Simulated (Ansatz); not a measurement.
Basis-set extrapolation for C$_{3}$H$_{4}$OS (`O=C1CSC1`) (PBE0-D4/def2-TZVP geometry, frozen core, Ansatz). Multiplicity 1, RHF reference.

```json
{"": "HF", "def2-TZVPP": "-588.385877", "def2-QZVPP": "-588.405539"}
{"": "MP2 correlation", "def2-TZVPP": "-0.883342", "def2-QZVPP": "-0.948157"}
{"": "CCSD(T) correlation", "def2-TZVPP": "-0.958485", "def2-QZVPP": "not run"}
```

Energies in hartree. Use E(X) = E(∞) + A·exp(−7.88·√X) for Hartree–Fock and E(X) = E(∞) + B·X^(−2.97) for correlation, with X = 3 and 4, and add CCSD(T) minus MP2 of the smaller set to the MP2 limit.

Problem. What is the CCSD(T) energy at the basis-set limit?

Solution. HF limit: -588.405539 + (-0.019662) × 0.13774 = -588.40825. MP2 limit: -0.948157 + (-0.064815) × 0.74074 = -0.99617. Higher-order term: -0.958485 − (-0.883342) = -0.07514. Total: -589.47956 hartree, 3.68 eV below CCSD(T)/def2-TZVPP.
